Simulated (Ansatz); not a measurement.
`C=C[CH2+]`. Total charge 1; spin multiplicity 1.

Cartesian coordinates in Å:
```
C -0.3291 -1.0320 0.4924
C 0.3381 -0.1998 -0.3751
C 0.1232 1.1536 -0.2641
H -1.0061 -0.6310 1.2429
H -0.2043 -2.1114 0.4589
H 1.0134 -0.5987 -1.1239
H -0.5542 1.5527 0.4870
H 0.6190 1.8667 -0.9181
```

Task: List the harmonic frequencies (cm⁻¹, unscaled) at PBE0-D4/def2-TZVP in Ansatz. (Estimate.)

Result: The calculation gave: 291, 440, 624, 950, 1044, 1058, 1159, 1161, 1299, 1319, 1444, 1550, 1625, 3148, 3150, 3214, 3254, 3257.

Task: Is this a minimum?

Result: Yes, all 18 modes are real.

Task: Give the ideal-gas thermochemistry at 298.15 K and 1 bar (rigid rotor, harmonic oscillator; point group C2v, symmetry number 2).

Result: Zero-point energy 179.4 kJ/mol; H(298) − E = 192.0 kJ/mol; entropy 253.3 J/(mol·K), of which translation 155.2, rotation 84.9, vibration 13.2; G(298) − E = 116.5 kJ/mol.
